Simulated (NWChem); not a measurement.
# NO+ (nitrosonium): a first try and a second

Aim: energy and one-electron properties of NO+ (nitrosonium) at LRC-wPBEh/x2c-TZVPall (DKH2).

The results are computed with NWChem 7.3.0.

### 1 The molecule

NO+: 2 atoms, total charge +1, spin state singlet. SMILES: `N#[O+]`. The bond length is the measured one.

Bond lengths: N1–O2 1.063 Å.

### 2 Try one

no.xyz reads:

```xyz
2

N      0.000000     0.000000     0.000000
O      0.000000     0.000000     1.063220
```

no.nw reads:

```
start no
memory 2200 mb
charge 5

geometry noautoz
   load format xyz no.xyz
end

basis "ao basis" spherical
   * library x2c-TZVPall
end

relativistic
   douglas-kroll dkh
end

dft
   xc xwpbe 0.80 cpbe96 1.0 hfexch 1.00
   cam 0.2 cam_alpha 0.20 cam_beta 0.80
   grid coarse
   direct
   maxiter 100
   print low
end

property
   esp
   mulliken
   efieldgrad
   electrondensity
   efield
end

task dft property
```

Started as:

```
$ nwchem no.nw > no.out
```

Log:

```text
[...]
 Group name             C4v
[...]
 Warning: spatial symmetry breaking: alpha =  4.92D-01
[...]
 d= 0,ls=0.0,diis     1   -120.7755893652 -1.49D+02  4.34D-02  1.22D+01     3.5
 Warning: spatial symmetry breaking: alpha =  1.94D-01
 d= 0,ls=0.5,diis     2   -117.5521445620  3.22D+00  2.84D-02  2.26D+01     5.4
[...]
 Warning: spatial symmetry breaking: alpha =  2.04D-01
 d= 0,ls=0.5,diis    14   -121.6899412535 -1.59D-06  1.59D-05  3.22D-06    29.0
 Warning: spatial symmetry breaking: alpha =  2.04D-01
 d= 0,ls=0.5,diis    15   -121.6899418045 -5.51D-07  9.06D-06  1.24D-06    31.1
 Warning: spatial symmetry breaking: alpha =  2.04D-01
 d= 0,ls=0.5,diis    16   -121.6899419978 -1.93D-07  5.17D-06  4.56D-07    33.1
 Warning: spatial symmetry breaking: alpha =  2.04D-01
 d= 0,ls=0.5,diis    17   -121.6899420648 -6.70D-08  2.94D-06  1.63D-07    35.0
         Total DFT energy =     -121.689942087609
      One electron energy =     -191.584069419190
           Coulomb energy =       54.546364322628
    Exchange-Corr. energy =      -12.524103532292
 Nuclear repulsion energy =       27.871866541246
[...]
```

Run time: 38 s. Hardware: 1 thread of Intel Xeon Platinum 8259CL at 2.50GHz (Skylake/Cascade Lake), shared host; peak memory 0.11 GiB.

### 3 Reading the log

The run finished; that doesn't make the result usable.

What is wrong: the charge typed isn't that of the species meant. To mend it: charge 1 in place of 5.

### 4 The mended input

no.xyz is that of step 2.

no.nw: that of step 2 with these lines changed.

```diff
@@ -1,4 +1,4 @@
 start no
-memory 2200 mb
-charge 5
+memory total 2200 mb
+charge 1
 
@@ -8,3 +8,3 @@
 
-basis "ao basis" spherical
+basis spherical
    * library x2c-TZVPall
@@ -21,4 +21,3 @@
    direct
-   maxiter 100
-   print low
+   noprint "final vectors analysis"
 end
```

Started as:

```
$ nwchem no.nw > no.out
```

Log:

```text
[...]
 Group name             C4v
[...]
          Wavefunction type:  closed shell.
          No. of atoms     :     2
          No. of electrons :    14
[...]
          Charge           :     1
          Spin multiplicity:     1
[...]
          AO basis - number of functions:    62
[...]
              XC Information
              --------------
                     Hartree-Fock (Exact) Exchange  1.000
                     LC-wPBE(h)Exchange Functional  0.800
            Perdew 1991 LDA Correlation Functional  1.000 local
           PerdewBurkeErnz. Correlation Functional  1.000 non-local
[...]
 d= 0,ls=0.0,diis     1   -129.4562935308 -1.57D+02  1.24D-02  1.44D+00     3.5
[...]
 d= 0,ls=0.0,diis     7   -129.5525086375 -1.49D-08  7.09D-07  5.72D-10    15.5
         Total DFT energy =     -129.552508637483
      One electron energy =     -225.313429190577
           Coulomb energy =       82.784228696135
    Exchange-Corr. energy =      -14.895174684287
 Nuclear repulsion energy =       27.871866541246
[...]
```

Wall time 16 s (1 thread of Intel Xeon Platinum 8259CL at 2.50GHz (Skylake/Cascade Lake), shared host); peak memory 0.11 GiB.

Atomic charges (e):

```csv
atom,Mulliken
N1,+0.636
O2,+0.364
```

### 5 What came out

At LRC-wPBEh/x2c-TZVPall (DKH2):

```
    quantity          value
total energy  -129.55251 Eh
```
